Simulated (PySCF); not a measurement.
Carbon: a sound run and one with changed settings

Sound run: C [He] 2s2 2p2, C⁺ [He] 2s2 2p1. Calculation: PySCF 2.14, in cc-pVTZ (4s3p2d1f, 30 functions); no relativity, point nucleus. In the sound run the correlated levels freeze 1s2. The sound run starts from symmetry-adapted Hartree-Fock orbitals and uses a fine grid where one is needed.

A second run was set up differently.

```
species   method  sound run (hartree)  changed run (hartree)  converged
      C      MP2            -37.75849              -37.69880        yes
      C  CCSD(T)            -37.78076              -37.70109        yes
```

Ionisation energy of C:

| method | sound run (eV) | changed run (eV) |
| --- | --- | --- |
| UHF | 10.798 | 10.798 |
| MP2 | 11.240 | 10.995 |
| SCS-MP2 | 11.111 | 10.864 |
| CCSD | 11.142 | 11.057 |
| CCSD(T) | 11.166 | 11.057 |
| CCSDT | n/a | 11.057 |
| FCI | n/a | 11.057 |

**Question.** What was changed?
A. all electrons correlated in a valence basis
B. basis contracted for another Hamiltonian
C. level shift left on
D. a valence shell is frozen

**Answer.** D. Freezing a valence shell removes pair correlation that changes on ionisation.
